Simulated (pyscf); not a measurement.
This saddle point was located with ωB97X-D3(BJ)/def2-SVP in PySCF.

```xyz
9

S     -0.0092    -1.2925     0.1547
Si    -1.4555     0.6751    -0.0387
H     -0.8640    -2.0520    -0.5609
H     -2.4087     0.7182    -1.1834
H     -2.3007    -0.0062     1.0109
H     -1.0608     1.9247     0.6674
S      0.3051     1.1267    -1.7436
H      0.5391    -0.5380    -1.0076
H      1.2213     1.6316    -0.8925
```
Charge 0, spin multiplicity 1.

Surface: singlet, charge 0. Lowest wavenumbers (cm⁻¹): 768i, 155, 196, 251, 331.

Which two sides does it connect, and which bonds change?

`[SH2]` + `[SiH3][SH]` ⇌ `[SiH3][SH]` + `[SH2]`, a four-centre exchange read from left to right: H–S, S–Si broken and S–Si, H–S formed. At CCSD(T)/def2-TZVPP + ΔMP2(QZVPP) it lies +41.4 kcal/mol from the left side and +41.4 kcal/mol from the right (each side as separated species at their lowest minima found). This is the saddle that the search found; another between the same sides may lie lower. The CCSD(T) − MP2 part came from Ansatz, without density fitting, on the same reference.
